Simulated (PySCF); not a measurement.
Identify the unknown among the candidates.

All candidates are C5H9N.

- Polarisability: 64.5 au [CAM-B3LYP/def2-SVPD]
- 13C NMR: chemical shifts (computed TMS as zero) by class: 193.5 (1 C), 39.3 (1 C), 37.7 (1 C), 28.3 (1 C), 28.0 (1 C) ppm [GIAO PBE0/pcSseg-1]
- Valence photoelectron: vertical ionisation energy: 9.52 eV [ΔSCF CAM-B3LYP/def2-SVPD]
- UV, first state: lowest singlet excitation: 5.32 eV (233 nm, f = 0.003) [TDDFT CAM-B3LYP/def2-SVPD]
- NMR, other nuclei: isotropic shieldings of nuclei other than C and H, by class: -71 (1 N) ppm [GIAO PBE0/pcSseg-1]
- Couplings: largest of the computed one-bond spin–spin couplings (means over like bonds): 13C–1H +137.0 (×2), 13C–1H +136.2 (×2), 13C–1H +135.9 (×2), 13C–1H +135.3 (×2), 15N–1H -47.7, 13C–13C +46.5, 13C–13C +36.2, 13C–13C +35.9 Hz [B3LYP/pcJ-1, spin–dipole term left out for some pairs]
- Rotational structure: rotational constants A, B, C: 6.624, 3.336, 2.404 GHz [PBE0-D3(BJ)/def2-SVP]
- 1H NMR: chemical shifts (computed TMS as zero) by class: 9.55 (1 H), 2.26 (2 H), 1.94 (2 H), 1.64 (2 H), 1.60 (2 H) ppm [GIAO PBE0/pcSseg-1]

Gas-phase values; electronic properties from PySCF, density fitting. Levels stand in brackets. Geometry: PBE0-D3(BJ)/def2-SVP, one conformer, isolated molecule. Each NMR value is the plain mean over a class of atoms that symmetry, rotation or inversion makes alike.

**Question.** Which candidate is it?
A. `C1=NCCCC1`
B. `CC(C)CC#N`
C. `CC(C)[C@H]1C=N1`
D. `N=C1CCCC1`

**Answer.** D. It is `N=C1CCCC1`. Numbering: `[NH:1]=[C:2]1[CH2:3][CH2:4][CH2:5][CH2:6]1`. Its formula, C5H9N, gives 2 degrees of unsaturation: 1 ring and 1 π bond in the structure found. 5 carbons fall into 5 classes; from least to most shielded: imine carbon [C2] (193.5 ppm), ring CH2 carbon [C3] (39.3 ppm), ring CH2 carbon [C6] (37.7 ppm), ring CH2 carbon [C5] (28.3 ppm), ring CH2 carbon [C4] (28.0 ppm). Hydrogen classes from least to most shielded: 1 H on an imine nitrogen, N1 (9.55 ppm), 2 H on a ring CH2 carbon, C6 (2.26 ppm), 2 H on a ring CH2 carbon, C3 (1.94 ppm), 2 H on a ring CH2 carbon, C5 (1.64 ppm), 2 H on a ring CH2 carbon, C4 (1.60 ppm). The other shieldings belong to: -71 ppm, imine nitrogen [N1]. The couplings run between: +137.0 Hz, ring CH2 carbon [C6] and its hydrogen (with 1 like pair); +136.2 Hz, ring CH2 carbon [C4] and its hydrogen (with 1 like pair); +135.9 Hz, ring CH2 carbon [C5] and its hydrogen (with 1 like pair); +135.3 Hz, ring CH2 carbon [C3] and its hydrogen (with 1 like pair); -47.7 Hz, imine nitrogen [N1] and its hydrogen; +46.5 Hz, imine carbon [C2] and ring CH2 carbon [C6]; +36.2 Hz, ring CH2 carbon [C5] and ring CH2 carbon [C6]; +35.9 Hz, ring CH2 carbon [C3] and ring CH2 carbon [C4]. The first electron is taken from the HOMO, whose largest Löwdin shares are 0.55 on the imine nitrogen, 0.13 on the imine carbon, 0.10 on a ring CH2 carbon and 0.08 on the N–H hydrogen. By its constants the optimised geometry is an asymmetric top.

The others, at the same levels:
- `C1=NCCCC1` fails: its computed lowest singlet excitation is 4.94 eV (251 nm, f = 0.003) (against 5.32 eV), vertical ionisation energy is 8.96 eV (against 9.52 eV) and rotational constant A is 4.913 GHz (against 6.624 GHz).
- `CC(C)[C@H]1C=N1` fails: its computed 13C shifts are 180.2 (1 C), 37.9 (1 C), 35.3 (1 C), 21.5 (1 C), 21.2 (1 C) ppm, 1H shifts are 10.35 (1 H), 1.23 (3 H), 1.15 (1 H), 0.98 (3 H), 0.29 (1 H) ppm and smallest rotational constant is 2.072 GHz (against 2.404 GHz).
- `CC(C)CC#N` fails: it has 4 carbon classes against 5; its computed 13C shifts are 122.7 (1 C), 28.0 (1 C), 26.6 (1 C), 22.1 (2 C) ppm, 1H shifts are 2.11 (2 H), 1.57 (1 H), 1.12 (6 H) ppm and rotational constant A is 5.340 GHz (against 6.624 GHz).

Each candidate is one conformer, not necessarily the lowest. The conformers computed, where there is a choice (atom-mapped SMILES and torsion angles):
- `[CH3:1][CH:2]([CH3:3])[C@H:4]1[CH:5]=[N:6]1`: C1–C2–C4–C5 -138°
- `[CH3:1][CH:2]([CH3:3])[CH2:4][C:5]#[N:6]`: C1–C2–C4–C5 -63°

The conformers of `N=C1CCCC1` aren't listed.
